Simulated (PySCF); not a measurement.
Isomers of C4H3NO, mass 81.021 u with the commonest isotopes. Theory: PBE0-D3(BJ)/def2-SVP geometry optimisation, gas phase in PySCF 2.14.0. One conformer each, none proved a minimum here; rigid rotors.

Problem. Order these by rotational constant A, largest first.
A. `[CH:1]#[C:2][C:3](=[O:4])[N:5]=[CH2:6]` with C2–C3–N5–C6 -121°
B. `[CH2:1]=[CH:2][C:3](=[O:4])[C:5]#[N:6]` with C1–C2–C3–O4 -1°
C. `[H]/N=C\C#CC=O`
D. `[N:1]#[C:2][CH2:3][CH:4]=[C:5]=[O:6]` with C2–C3–C4–C5 -109°

Solution. C (24588 MHz), D (12919 MHz), B (9130 MHz), A (7518 MHz).

Problem. Order these by dipole moment, smallest first.
A. `[CH2:1]=[CH:2][C:3](=[O:4])[C:5]#[N:6]` with C1–C2–C3–O4 -1°
B. `[N:1]#[C:2][CH2:3][CH:4]=[C:5]=[O:6]` with C2–C3–C4–C5 -109°
C. `[CH:1]#[C:2][C:3](=[O:4])[N:5]=[CH2:6]` with C2–C3–N5–C6 -121°
D. `[H]/N=C\C#CC=O`

Solution. D (1.81 D), C (2.90 D), B (3.23 D), A (4.07 D).

Problem. Order these by rotational constant C, smallest first.
A. `[CH:1]#[C:2][C:3](=[O:4])[N:5]=[CH2:6]` with C2–C3–N5–C6 -121°
B. `[CH2:1]=[CH:2][C:3](=[O:4])[C:5]#[N:6]` with C1–C2–C3–O4 -1°
C. `N(/[H])=C/C#CC=O`
D. `[N:1]#[C:2][CH2:3][CH:4]=[C:5]=[O:6]` with C2–C3–C4–C5 -109°

Solution. C (1332 MHz), D (1576 MHz), B (1932 MHz), A (2117 MHz).

```json
{"SMILES": "C#CC(=O)N=C", "point group": "C1", "Ia (u·Å²)": "67.22", "Ib (u·Å²)": "183.32", "Ic (u·Å²)": "238.67", "κ": "-0.76", "μa (D)": "0.22", "μb (D)": "2.60", "μc (D)": "1.26"}
{"SMILES": "[H]/N=C\\C#CC=O", "point group": "C1", "Ia (u·Å²)": "20.55", "Ib (u·Å²)": "374.98", "Ic (u·Å²)": "379.46", "κ": "-1.00", "μa (D)": "0.27", "μb (D)": "1.01", "μc (D)": "1.48"}
{"SMILES": "C=CC(=O)C#N", "point group": "Cs", "Ia (u·Å²)": "55.36", "Ib (u·Å²)": "206.25", "Ic (u·Å²)": "261.61", "κ": "-0.86", "μa (D)": "3.69", "μb (D)": "1.73", "μc (D)": "0.00"}
{"SMILES": "N#CCC=C=O", "point group": "C1", "Ia (u·Å²)": "39.12", "Ib (u·Å²)": "304.21", "Ic (u·Å²)": "320.71", "κ": "-0.98", "μa (D)": "1.90", "μb (D)": "2.60", "μc (D)": "0.28"}
```
